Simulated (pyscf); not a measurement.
Cl• + Cl–Si(Cl)(Cl)–Cl → Cl–Si(Cl)(Cl)–Cl + Cl• (substitution at Si; doublet surface; Cl–Si broken, Cl–Si formed). Structures and frequencies: ωB97X-D3(BJ)/def2-SVP in PySCF. Energies in kcal/mol from the separated reactants.

```json
[
 {"level": "ωB97X-D3(BJ)/def2-TZVP", "barrier": "20.3", "reaction energy": "0.0"},
 {"level": "PBE/def2-TZVP", "barrier": "?", "reaction energy": "0.0"},
 {"level": "r²SCAN/def2-TZVP", "barrier": "?", "reaction energy": "0.0"},
 {"level": "B3LYP-D3(BJ)/def2-TZVP", "barrier": "14.5", "reaction energy": "0.0"},
 {"level": "ωB97M-D3(BJ)/def2-TZVP", "barrier": "22.6", "reaction energy": "0.0"},
 {"level": "HF/def2-TZVP", "barrier": "54.7", "reaction energy": "0.0"}
]
```

Fill in the missing entries.


- PBE/def2-TZVP, barrier: 4.5
- r²SCAN/def2-TZVP, barrier: 9.9

The functionals in the table span 18.2 kcal/mol in this barrier, from PBE to ωB97M-D3(BJ)/def2-TZVP. This is the saddle that the search found; another between the same sides may lie lower. The angle at the attacked Si is 155°. Left out: the spin-orbit lowering of Cl.
